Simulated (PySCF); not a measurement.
**Adding and removing an electron: SiH**

PBE0; PySCF, no relativity, basis sets Si def2-SVPD, H def2-SVPD. Neutral (UKS): doublet (π ↑), Re = 1.539 Å, ωe = 2027 cm⁻¹, De = 3.07 eV, HOMO -5.49 eV, LUMO -3.21 eV.

SiH⁻ (UKS): triplet (π ↑↑), Re = 1.569 Å, ωe = 1830 cm⁻¹. The energies at the minima are -289.76598 hartree for SiH and -289.80196 for SiH⁻.

(1) Work out the adiabatic electron affinity, without and with harmonic zero-point energies (1 hartree = 27.2114 eV, 1 eV = 8065.5 cm⁻¹), and the change of the bond length.

The highest Kohn–Sham level is positive in this anion. Much of that is self-interaction error, but it also means that the finite basis helps to hold the extra electron. States were picked by a PBE0 search and need not be the measured ground states.

Results:

(1) At PBE0: 0.03598 hartree = 0.979 eV between the minima; the zero-point term (2027.0 − 1830.0)/2 cm⁻¹ = +0.012 eV makes it 0.991 eV. Re changes by +3.0 pm against the neutral. The electron enters a π orbital, which is non-bonding in a hydride.
